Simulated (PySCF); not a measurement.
Basis-set dependence of population analyses: `F[C@]12C[C@H]1C2`

C4H5F.
Geometry (PBE0-D3(BJ)/def2-SVP, Å), atoms numbered from 1 in this order:
```
atom  x, y, z in Å
F1     1.5999   -0.5939   -1.1375
C2     0.6478   -0.0403   -0.3834
C3     0.4716   -0.0936    1.0820
C4    -0.6264   -0.5200    0.1397
C5    -0.5843    0.6591   -0.7999
H6     1.0008   -0.9073    1.5912
H7     0.3730    0.8294    1.6747
H8    -1.1687   -1.4602    0.0673
H9    -0.8110    1.6740   -0.4370
H10   -0.9181    0.4571   -1.8244
```

PBE0 throughout (PySCF), one geometry, spherical d and f functions. Isolated species at its PBE0-D3(BJ)/def2-SVP geometry, gas phase. Atoms taken as equivalent share a column and are averaged.

Mulliken charges (e):

```
        basis  functions      F1      C2   C3/C5      C4  H6/H10   H7/H9      H8
       STO-3G         30  -0.073  +0.069  -0.160  -0.130  +0.093  +0.084  +0.100
        6-31G         55  -0.293  +0.295  -0.375  -0.166  +0.189  +0.170  +0.197
     pcSseg-0         55  -0.327  +0.130  -0.383  -0.341  +0.266  +0.245  +0.280
       6-31G*         80  -0.296  +0.397  -0.417  -0.185  +0.189  +0.172  +0.198
      cc-pVDZ         95  -0.162  +0.074   0.000  -0.137  +0.052  +0.043  +0.034
     def2-SVP         95  -0.194  +0.139  -0.043  -0.148  +0.059  +0.052  +0.066
  aug-cc-pVDZ        160  -0.559  +0.754  +0.724  +0.608  -0.424  -0.434  -0.534
6-311+G(2d,p)        165  -0.340  +0.392  -0.296  -0.052  +0.138  +0.101  +0.112
    def2-TZVP        185  -0.190  +0.167  -0.192  -0.179  +0.111  +0.105  +0.154
      cc-pVTZ        220  -0.165  +0.232  -0.226  -0.132  +0.100  +0.091  +0.136
     IGLO-III        225  -0.281  +0.294  -0.230  -0.071  +0.122  +0.085  +0.104
```

IAO charges (e):

```csv
basis,functions,F1,C2,C3/C5,C4,H6/H10,H7/H9,H8
STO-3G,30,-0.096,+0.127,-0.274,-0.168,+0.142,+0.129,+0.142
6-31G,55,-0.254,+0.258,-0.297,-0.177,+0.158,+0.141,+0.168
pcSseg-0,55,-0.238,+0.244,-0.297,-0.185,+0.159,+0.143,+0.168
6-31G*,80,-0.263,+0.293,-0.284,-0.179,+0.147,+0.130,+0.160
cc-pVDZ,95,-0.262,+0.293,-0.285,-0.181,+0.148,+0.131,+0.162
def2-SVP,95,-0.264,+0.293,-0.278,-0.175,+0.144,+0.128,+0.158
aug-cc-pVDZ,160,-0.276,+0.296,-0.290,-0.184,+0.153,+0.135,+0.168
"6-311+G(2d,p)",165,-0.276,+0.295,-0.290,-0.183,+0.153,+0.135,+0.167
def2-TZVP,185,-0.275,+0.299,-0.291,-0.185,+0.153,+0.135,+0.167
cc-pVTZ,220,-0.273,+0.299,-0.292,-0.185,+0.153,+0.135,+0.167
IGLO-III,225,-0.277,+0.297,-0.291,-0.184,+0.153,+0.136,+0.168
```

Task: Which scheme is steadiest as the basis changes?

Result: Largest range over the bases for any column: IAO 0.18 e, Mulliken 1.14 e. IAO charges move least and Mulliken charges most, counted in e. Without the minimal STO-3G basis the ranges are IAO 0.05, Mulliken 1.14 e.

Task: How much do the charges still move between the two largest bases, cc-pVTZ and IGLO-III?

Result: At most, over all atoms: Mulliken 0.116 e, IAO 0.004 e.

Task: What do the same runs give for the total energy, the frontier levels and the dipole moment?

Result: 
```
        basis  energy (Eh)  HOMO (eV)  LUMO (eV)  μ (D)
       STO-3G    -251.5900      -4.64       6.01   0.39
        6-31G    -254.8190      -6.99       2.71   1.27
     pcSseg-0    -254.2823      -7.38       2.31   1.22
       6-31G*    -254.8944      -6.81       2.78   0.97
      cc-pVDZ    -254.9139      -6.93       2.22   0.99
     def2-SVP    -254.7151      -7.05       2.18   1.05
  aug-cc-pVDZ    -254.9304      -7.07       0.08   1.24
6-311+G(2d,p)    -254.9738      -7.11       0.45   1.26
    def2-TZVP    -254.9986      -7.07       1.70   1.16
      cc-pVTZ    -254.9893      -7.04       1.66   1.12
     IGLO-III    -255.0025      -7.09       1.09   1.22
```

The dipole is fixed by the density alone, so its range of 0.88 D shows that the density itself changes with the basis, not only its division among atoms.
